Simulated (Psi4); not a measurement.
# BSiH4 (SMILES [BH][SiH3]): UMP3/def2-TZVP

Aim: the vertical doublet–quartet gap of BSiH4 at UMP3/def2-TZVP, from 2 runs. 

The calculation is run with Psi4 1.11.

2 further runs of the same task are left out: 2 set aside as unsound or not needed.

## (1) The molecule

BSiH4: 6 atoms, total charge 0, spin state doublet. SMILES: `[BH][SiH3]`. The shape is that of a GFN2-xTB optimisation.

Bond lengths: B1–Si2 1.908 Å, B1–H3 1.158 Å, Si2–H4 1.483 Å, Si2–H5 1.476 Å, Si2–H6 1.476 Å. Angles: B1–Si2–H4 119.8°, B1–Si2–H5 111.1°, B1–Si2–H6 111.7°, Si2–B1–H3 148.3°, H4–Si2–H5 103.5°, H4–Si2–H6 103.4°, H5–Si2–H6 106.3°.

## (2) A single-point energy at UMP3/def2-TZVP

File job.inp:

```
memory 1600 mb

molecule {
  0 2
  B
  Si 1 r2
  H 1 r3 2 a3
  H 2 r4 1 a4 3 d4
  H 2 r5 4 a5 1 d5
  H 2 r6 5 a6 4 d6

  r2 = 1.907844
  r3 = 1.157616
  a3 = 148.29837
  r4 = 1.482655
  a4 = 119.76199
  d4 = 2.35337
  r5 = 1.47571
  a5 = 103.49692
  d5 = 124.31908
  r6 = 1.475812
  a6 = 106.26717
  d6 = -108.55819
  symmetry c1
  no_reorient
  no_com
}

set {
  basis           def2-TZVP
  reference       uhf
  puream          true
  e_convergence   1e-09
  d_convergence   1e-08
  scf_type        pk
  num_frozen_docc 6
  maxiter         200
  mp_type         conv
}

energy_value, wavefunction = energy("mp3", return_wfn=True)
print_variables()
```

Run with:

```sh
$ psi4 -i job.inp -o job.out -n 1
```

job.out:

```text
[...]
  Running in c1 symmetry.
[...]
  Nuclear repulsion =   43.128188673615732
[...]
  Multiplicity = 2
[...]
  Nalpha       = 12
  Nbeta        = 11
[...]
    Number of basis functions: 92
[...]
   @UHF iter   1:  -315.80715120986758   -7.04850e-01   2.40128e-03 ADIIS/DIIS
[...]
   @UHF iter  17:  -315.86294380186922   -1.18234e-11   7.08635e-09 DIIS
[...]
   @S^2 Observed:                7.594122288E-01
[...]
    Orbital Energies [Eh]
    ---------------------
    Alpha Occupied:
       1A    -68.757077     2A     -7.639341     3A     -6.110591
       4A     -4.216998     5A     -4.216958     6A     -4.216029
       7A     -0.762261     8A     -0.652936     9A     -0.497203
      10A     -0.481544    11A     -0.471023    12A     -0.328662
    Alpha Virtual:
      13A      0.024243    14A      0.124323    15A      0.138585
      16A      0.173475    17A      0.174344    18A      0.177984
      19A      0.212682    20A      0.241456    21A      0.261293
      22A      0.296175    23A      0.301657    24A      0.307397
      25A      0.360765    26A      0.391575    27A      0.411557
[...]
  @UHF Final Energy:  -315.86294380186922
   => Energetics <=
    Nuclear Repulsion Energy =             43.1281886736157318
    One-Electron Energy =                -521.7149358719725569
    Two-Electron Energy =                 162.7238033964876252
    Total Energy =                       -315.8629438018691644
  UHF NO Occupations:
  HONO-2 :   10  A 1.9994983
  HONO-1 :   11  A 1.9962174
[...]
 Multipole Moments:
 ------------------------------------------------------------------------------------
     Multipole            Electronic (a.u.)      Nuclear  (a.u.)        Total (a.u.)
 ------------------------------------------------------------------------------------
 L = 1.  Multiply by 2.5417464519 to convert [e a0] to [Debye]
 Dipole X            :         -0.0171993            0.0121023           -0.0050970
 Dipole Y            :         -0.2683897            0.4267998            0.1584101
 Dipole Z            :         -2.5545447            2.2537962           -0.3007484
 Magnitude           :                                                    0.3399549
[...]
	SCS-MP2 Total Energy (a.u.)        :  -316.06895469847831
	SOS-MP2 Total Energy (a.u.)        :  -316.07627758445250
[...]
	SOS-PI-MP2 Total Energy (a.u.)     :  -316.09268787542044
[...]
	MP2 Total Energy (a.u.)            :  -316.05430892652993
[...]
	SCS-MP3 Total Energy (a.u.)        :  -316.07774463019956
[...]
	MP3 Total Energy (a.u.)            :  -316.08946865341488
[...]
```

Wall time 16 s (1 thread of Intel Xeon Platinum 8375C at 2.90GHz (Ice Lake), shared host); peak memory 0.88 GiB.

## (3) The quartet, same level

File calc.inp:

```
memory 1600 mb

molecule geom {
  0 4
  B      1.77352687    -1.56862386     1.23100539
  Si    -0.50780720     0.71507237    -0.37475159
  H      2.28069156    -3.63065521     1.75665161
  H     -2.85626435    -0.26157589    -1.54993447
  H      0.74207655     2.08383879    -2.45826913
  H     -1.43222343     2.66192491     1.39529818
  units au
  symmetry c1
}

set {
  reference uhf
  puream true
  e_convergence 1e-09
  d_convergence 1e-08
  scf_type pk
  num_frozen_docc 6
  maxiter 200
  mp_type conv
}

result, w = energy('mp3/def2-TZVP', return_wfn=True)
print_variables()
```

Run with:

```sh
$ psi4 -i calc.inp -o calc.out -n 1
```

calc.out:

```text
[...]
  Running in c1 symmetry.
[...]
  Nuclear repulsion =   43.128188477630140
[...]
  Multiplicity = 4
[...]
  Nalpha       = 13
  Nbeta        = 10
[...]
    Number of basis functions: 92
[...]
   @UHF iter   1:  -315.63754323511529   -5.35242e-01   2.52156e-03 DIIS/ADIIS
[...]
   @UHF iter  16:  -315.72934354979247   -7.95808e-12   6.33895e-09 DIIS
[...]
   @S^2 Observed:                3.765623932E+00
[...]
    Orbital Energies [Eh]
    ---------------------
    Alpha Occupied:
       1A    -68.832182     2A     -7.628354     3A     -6.180008
       4A     -4.293328     5A     -4.283903     6A     -4.283590
       7A     -0.854575     8A     -0.680505     9A     -0.551292
      10A     -0.533594    11A     -0.518760    12A     -0.340476
      13A     -0.323415
    Alpha Virtual:
      14A      0.116886    15A      0.126956    16A      0.155282
      17A      0.157747    18A      0.170167    19A      0.210098
      20A      0.211215    21A      0.243557    22A      0.278067
      23A      0.284098    24A      0.287395    25A      0.330707
[...]
  @UHF Final Energy:  -315.72934354979247
   => Energetics <=
    Nuclear Repulsion Energy =             43.1281884776301396
    One-Electron Energy =                -520.7152099548104616
    Two-Electron Energy =                 161.8576779273878401
    Total Energy =                       -315.7293435497924747
  UHF NO Occupations:
  HONO-2 :   11  A 1.0000000
  HONO-1 :   12  A 1.0000000
[...]
 Multipole Moments:
 ------------------------------------------------------------------------------------
     Multipole            Electronic (a.u.)      Nuclear  (a.u.)        Total (a.u.)
 ------------------------------------------------------------------------------------
 L = 1.  Multiply by 2.5417464519 to convert [e a0] to [Debye]
 Dipole X            :          1.2730840           -1.6689275           -0.3958434
 Dipole Y            :         -0.8210919            1.0986190            0.2775271
 Dipole Z            :          0.8626868           -1.1267739           -0.2640871
 Magnitude           :                                                    0.5508678
[...]
	SCS-MP2 Total Energy (a.u.)        :  -315.91012598410947
	SOS-MP2 Total Energy (a.u.)        :  -315.91247258504103
[...]
	SOS-PI-MP2 Total Energy (a.u.)     :  -315.92655943390628
[...]
	MP2 Total Energy (a.u.)            :  -315.90543278224635
[...]
	SCS-MP3 Total Energy (a.u.)        :  -315.91838882026150
[...]
	MP3 Total Energy (a.u.)            :  -315.93848412685446
[...]
```

Wall time 16 s (1 thread of Intel Xeon Platinum 8375C at 2.90GHz (Ice Lake), shared host); peak memory 0.89 GiB.

## (4) Results

At UMP3/def2-TZVP, 6 core orbitals frozen:

```
                                                           quantity          value
                                              doublet: total energy  -316.08947 Eh
doublet: HOMO energy (Hartree–Fock orbitals) (highest over α and β)       -8.94 eV
 doublet: LUMO energy (Hartree–Fock orbitals) (lowest over α and β)        0.66 eV
               doublet: correlation energy (6 core orbitals frozen)     -226.5 mEh
                         doublet: ⟨S²⟩ of the reference determinant          0.759
                                              quartet: total energy  -315.93848 Eh
quartet: HOMO energy (Hartree–Fock orbitals) (highest over α and β)       -8.80 eV
 quartet: LUMO energy (Hartree–Fock orbitals) (lowest over α and β)       -2.12 eV
               quartet: correlation energy (6 core orbitals frozen)     -209.1 mEh
                         quartet: ⟨S²⟩ of the reference determinant          3.766
                   vertical energy of the quartet above the doublet       4.108 eV
```

In words: At this shape the quartet lies 4.11 eV (95 kcal/mol) above the doublet.
